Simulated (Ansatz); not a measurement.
# BPH+ (quintet): from Hartree-Fock to the top rungs, def2-QZVPP

An exercise on one series of results from a longer session: the logs are not shown, and one member is left open.

Program: Ansatz 0.2.0, Gaussian basis. Level of theory: def2-QZVPP, core rule «outside noble gas», up to 6 orbitals frozen. These are calculated values, not measurements.

To be run: UHF; ROHF; CCSD(T) on UHF.

## The geometry

The geometry is a PBE0/def2-TZVP stationary point (not a proven minimum) of the parent state, kept for this charge and spin.

3 atoms, charge 1, spin multiplicity 5.

Atoms are counted from 1 here; the program's logs count them from 0.

Bond lengths: B1–P2 1.858 Å, P2–H3 1.442 Å. Angles: B1–P2–H3 101.3°.

Set-up of the first run:

File in.yaml:

```yaml
crystal:
  periodic: [false, false, false]
  atoms:
    - {symbol: B, position_ang: [0.000000, 0.086612, 1.392821]}
    - {symbol: P, position_ang: [0.000000, -0.072913, -0.458159]}
    - {symbol: H, position_ang: [0.000000, 1.311623, -0.860062]}
basis:
  gaussian: {orbitals: "def2-QZVPP.json"}
total_charge: 1
magnetization: {spin_polarized: true, initial_magnetization: 4}
hamiltonian: {xc: hf}
output: {orbitals: {seedname: orbitals}}
```

The run is started by

```console
ansatz run in.yaml --threads 1 --pin off --events-out ev --progress --plain --max-ram 2393MiB
```

Steps of the session up to this table: UHF; ROHF; CCSD(T) on UHF.

One table of the session follows, with a row left open; its other results are not shown here.

```
  method  from UCCSD(T) (kcal/mol)
    ROHF                         ?
     UHF                   +108.11
    UMP2                    +21.68
   UCCSD                     +4.51
UCCSD(T)                         0
```

Estimate the missing values for ROHF.

The run gave: from UCCSD(T) (kcal/mol): +110.08. In the column «from UCCSD(T) (kcal/mol)» it is the highest.
